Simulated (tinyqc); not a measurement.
Extended Hueckel theory, for BH+, step by step. The parameters take no account of the charge, which enters only through the electron count. One step of it, computed by the program tinyqc.

Question. Wolfsberg-Helmholz matrix. H_ij = K' S_ij (H_ii + H_jj)/2 for i != j (the diagonal keeps H_ii), with K' = 1.5.

overlap S, lower triangle:
```
           1B 2s    1B 2px    1B 2py    1B 2pz     2H 1s
1B 2s   1.000000
1B 2px  0.000000  1.000000
1B 2py  0.000000  0.000000  1.000000
1B 2pz  0.000000  0.000000  0.000000  1.000000
2H 1s   0.548707  0.000000  0.000000  0.564418  1.000000
```

diagonal H_ii (eV): 1B 2s -15.200000, 1B 2px -8.500000, 1B 2py -8.500000, 1B 2pz -8.500000, 2H 1s -13.600000

K = 1.500000

Give: H.

Answer.

H (eV), lower triangle:
```
          1B 2s  1B 2px  1B 2py  1B 2pz    2H 1s
1B 2s   -15.200
1B 2px    0.000  -8.500
1B 2py    0.000   0.000  -8.500
1B 2pz    0.000   0.000   0.000  -8.500
2H 1s   -11.852   0.000   0.000  -9.355  -13.600
```
